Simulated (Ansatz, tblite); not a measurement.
## Ligand exchange: C2H5F + SiH2(SiH3)F → C2H8Si + SiH2F2

Species: C2H5F `CCF`, singlet; SiH2(SiH3)F, singlet; C2H8Si `CC[SiH3]`, singlet; SiH2F2 `F[SiH2]F`, singlet. The partners trade F for SiH3: C–F and Si–SiH3 bonds give way to C–SiH3 and Si–F.

Shapes, held fixed at every level: PBE0-D4/def2-TZVP. Programs: Ansatz 0.2.0, tblite 0.8.0. The zero-point and thermal change to 298 K, harmonic and unscaled (PBE0-D4/def2-TZVP), is +0.1 kJ/mol.

| level | kind | ΔH(298 K) (kJ/mol) | less CCSD(T)/CBS estimate | CPU time (sum over the molecules) |
| --- | --- | --- | --- | --- |
| GFN1-xTB | semi-empirical | -242.9 | -13.2 | 1.5 s |
| PBE-D4/def2-TZVPP | GGA | -197.9 | +31.8 | 13 s |
| r2SCAN-D4/def2-TZVPP | meta-GGA | -217.2 | +12.5 | 26 s |
| PBE0-D4/def2-TZVPP | global hybrid | -207.0 | +22.7 | 14 s |
| wB97X-V/def2-TZVPP | range-separated hybrid | -214.2 | +15.5 | 37 s |
| B2PLYP/def2-TZVPP | double hybrid | -225.1 | +4.6 | 24 s |
| MP2/def2-TZVPP | perturbation theory | -245.0 | -15.3 | – |
| CCSD(T)/def2-SVP | coupled cluster or CI | -204.9 | +24.8 | 11 s |
| CCSD(T)/CBS estimate | coupled cluster or CI | -229.7 | 0.0 | 5.5 min |

The highest level, CCSD(T)/CBS estimate, gives ΔH(298 K) = -229.7 kJ/mol; the levels span -245.0 to -197.9. The column of differences is taken from that level and isn't an error. No measured value is set beside it here. The CBS estimate extrapolates MP2 from def2-TZVPP and def2-QZVPP and adds CCSD(T) − MP2 in the triple-zeta set, cores frozen. Times are processor times on shared x86 and Arm servers, and rough.
